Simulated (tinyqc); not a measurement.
UKS/BP86 in the sto-6g basis, for NH, spin multiplicity 3, step by step. One step of it, computed by the program tinyqc.

Task: Iteration 2: building the Kohn-Sham matrix. J_ij = sum D_kl (ij|kl) with D = D(alpha) + D(beta); F = H + J + V_xc; E = tr D H + tr D J / 2 + E_xc + E_nn.

D(alpha) after iteration 1, order 1N 1s, 1N 2s, 1N 2px, 1N 2py, 1N 2pz, 2H 1s:
$$\begin{pmatrix}
1.056441 & -0.247862 & 0.000000 & 0.000000 & -0.014810 & 0.032626 \\
-0.247862 & 1.090801 & 0.000000 & 0.000000 & 0.059813 & -0.185591 \\
0.000000 & 0.000000 & 1.000000 & 0.000000 & 0.000000 & 0.000000 \\
0.000000 & 0.000000 & 0.000000 & 1.000000 & 0.000000 & 0.000000 \\
-0.014810 & 0.059813 & 0.000000 & 0.000000 & 0.218979 & 0.059235 \\
0.032626 & -0.185591 & 0.000000 & 0.000000 & 0.059235 & 0.791364
\end{pmatrix}$$

D(beta) after iteration 1, order 1N 1s, 1N 2s, 1N 2px, 1N 2py, 1N 2pz, 2H 1s:
$$\begin{pmatrix}
1.056392 & -0.247683 & 0.000000 & 0.000000 & -0.016895 & 0.033078 \\
-0.247683 & 1.090183 & 0.000000 & 0.000000 & 0.069245 & -0.187912 \\
0.000000 & 0.000000 & 0.000000 & 0.000000 & 0.000000 & 0.000000 \\
0.000000 & 0.000000 & 0.000000 & 0.000000 & 0.000000 & 0.000000 \\
-0.016895 & 0.069245 & 0.000000 & 0.000000 & 0.217762 & 0.045949 \\
0.033078 & -0.187912 & 0.000000 & 0.000000 & 0.045949 & 0.799270
\end{pmatrix}$$

core Hamiltonian H = T + V (hartree), order 1N 1s, 1N 2s, 1N 2px, 1N 2py, 1N 2pz, 2H 1s:
$$\begin{pmatrix}
-24.752241 & -5.398107 & 0.000000 & 0.000000 & -0.006091 & -0.306902 \\
-5.398107 & -6.507362 & 0.000000 & 0.000000 & -0.073228 & -0.907402 \\
0.000000 & 0.000000 & -5.226494 & 0.000000 & 0.000000 & 0.000000 \\
0.000000 & 0.000000 & 0.000000 & -5.226494 & 0.000000 & 0.000000 \\
-0.006091 & -0.073228 & 0.000000 & 0.000000 & -5.263014 & -0.839980 \\
-0.306902 & -0.907402 & 0.000000 & 0.000000 & -0.839980 & -2.673099
\end{pmatrix}$$

Two-electron integrals (ij|kl) in chemists' order, unique and non-zero (hartree):
```
(11|11) 4.168742   (21|11) 0.583648   (21|21) 0.104114   (22|11) 0.968487
(22|21) 0.214450   (22|22) 0.708398   (31|31) 0.022075   (32|31) 0.033611
(32|32) 0.156576   (33|11) 0.968488   (33|21) 0.214450   (33|22) 0.708398
(33|33) 0.763241   (41|41) 0.022075   (42|41) 0.033611   (42|42) 0.156576
(43|43) 0.041133   (44|11) 0.968488   (44|21) 0.214450   (44|22) 0.708398
(44|33) 0.680975   (44|44) 0.763241   (51|51) 0.022075   (52|51) 0.033611
(52|52) 0.156576   (53|53) 0.041133   (54|54) 0.041133   (55|11) 0.968488
(55|21) 0.214450   (55|22) 0.708398   (55|33) 0.680975   (55|44) 0.680975
(55|55) 0.763241   (61|11) 0.034802   (61|21) 0.005966   (61|22) 0.012078
(61|33) 0.012047   (61|44) 0.012047   (61|51) 0.000336   (61|52) 0.000668
(61|55) 0.012140   (61|61) 0.000350   (62|11) 0.112668   (62|21) 0.025429
(62|22) 0.096607   (62|33) 0.094535   (62|44) 0.094535   (62|51) 0.002256
(62|52) 0.018471   (62|55) 0.100750   (62|61) 0.001486   (62|62) 0.019503
(63|31) 0.002350   (63|32) 0.014292   (63|53) 0.003457   (63|63) 0.002131
(64|41) 0.002350   (64|42) 0.014292   (64|54) 0.003457   (64|64) 0.002131
(65|11) 0.103095   (65|21) 0.023527   (65|22) 0.094578   (65|33) 0.090541
(65|44) 0.090541   (65|51) 0.004039   (65|52) 0.030169   (65|55) 0.102650
(65|61) 0.001419   (65|62) 0.022789   (65|65) 0.028276   (66|11) 0.314546
(66|21) 0.072136   (66|22) 0.312306   (66|33) 0.301796   (66|44) 0.301796
(66|51) 0.005978   (66|52) 0.069396   (66|55) 0.333325   (66|61) 0.004217
(66|62) 0.091126   (66|65) 0.117768   (66|66) 0.774999
```

nuclear repulsion = 2.20621827 hartree

V_xc(alpha) (hartree), order 1N 1s, 1N 2s, 1N 2px, 1N 2py, 1N 2pz, 2H 1s:
$$\begin{pmatrix}
-2.719357 & -0.321799 & 0.000000 & 0.000000 & -0.001325 & -0.020007 \\
-0.321799 & -0.671210 & 0.000000 & 0.000000 & -0.012302 & -0.089433 \\
0.000000 & 0.000000 & -0.692510 & 0.000000 & 0.000000 & 0.000000 \\
0.000000 & 0.000000 & 0.000000 & -0.692510 & 0.000000 & 0.000000 \\
-0.001325 & -0.012302 & 0.000000 & 0.000000 & -0.628488 & -0.089543 \\
-0.020007 & -0.089433 & 0.000000 & 0.000000 & -0.089543 & -0.492650
\end{pmatrix}$$

V_xc(beta) (hartree), order 1N 1s, 1N 2s, 1N 2px, 1N 2py, 1N 2pz, 2H 1s:
$$\begin{pmatrix}
-2.694486 & -0.300848 & 0.000000 & 0.000000 & -0.001720 & -0.018995 \\
-0.300848 & -0.550549 & 0.000000 & 0.000000 & -0.016583 & -0.080428 \\
0.000000 & 0.000000 & -0.538325 & 0.000000 & 0.000000 & 0.000000 \\
0.000000 & 0.000000 & 0.000000 & -0.538325 & 0.000000 & 0.000000 \\
-0.001720 & -0.016583 & 0.000000 & 0.000000 & -0.574983 & -0.086192 \\
-0.018995 & -0.080428 & 0.000000 & 0.000000 & -0.086192 & -0.492360
\end{pmatrix}$$

E_xc = sum of w rho eps_xc = -7.14035729 hartree

Give: Coulomb J; F(alpha); F(beta); total energy of this density.

Result:

Coulomb J (hartree), order 1N 1s, 1N 2s, 1N 2px, 1N 2py, 1N 2pz, 2H 1s:
$$\begin{pmatrix}
13.1440 & 2.2217 & 0.0000 & 0.0000 & 0.0160 & 0.1294 \\
2.2217 & 5.5510 & 0.0000 & 0.0000 & 0.1413 & 0.7966 \\
0.0000 & 0.0000 & 5.5504 & 0.0000 & 0.0000 & 0.0000 \\
0.0000 & 0.0000 & 0.0000 & 5.5504 & 0.0000 & 0.0000 \\
0.0160 & 0.1413 & 0.0000 & 0.0000 & 5.5521 & 0.8107 \\
0.1294 & 0.7966 & 0.0000 & 0.0000 & 0.8107 & 3.2309
\end{pmatrix}$$

F(alpha) (hartree), order 1N 1s, 1N 2s, 1N 2px, 1N 2py, 1N 2pz, 2H 1s:
$$\begin{pmatrix}
-14.3276 & -3.4982 & 0.0000 & 0.0000 & 0.0086 & -0.1975 \\
-3.4982 & -1.6276 & 0.0000 & 0.0000 & 0.0558 & -0.2002 \\
0.0000 & 0.0000 & -0.3686 & 0.0000 & 0.0000 & 0.0000 \\
0.0000 & 0.0000 & 0.0000 & -0.3686 & 0.0000 & 0.0000 \\
0.0086 & 0.0558 & 0.0000 & 0.0000 & -0.3394 & -0.1189 \\
-0.1975 & -0.2002 & 0.0000 & 0.0000 & -0.1189 & 0.0652
\end{pmatrix}$$

F(beta) (hartree), order 1N 1s, 1N 2s, 1N 2px, 1N 2py, 1N 2pz, 2H 1s:
$$\begin{pmatrix}
-14.3027 & -3.4772 & 0.0000 & 0.0000 & 0.0082 & -0.1965 \\
-3.4772 & -1.5069 & 0.0000 & 0.0000 & 0.0515 & -0.1912 \\
0.0000 & 0.0000 & -0.2144 & 0.0000 & 0.0000 & 0.0000 \\
0.0000 & 0.0000 & 0.0000 & -0.2144 & 0.0000 & 0.0000 \\
0.0082 & 0.0515 & 0.0000 & 0.0000 & -0.2859 & -0.1155 \\
-0.1965 & -0.1912 & 0.0000 & 0.0000 & -0.1155 & 0.0655
\end{pmatrix}$$

total energy of this density = -54.650814 hartree

This density is a damped mixture and is not idempotent.
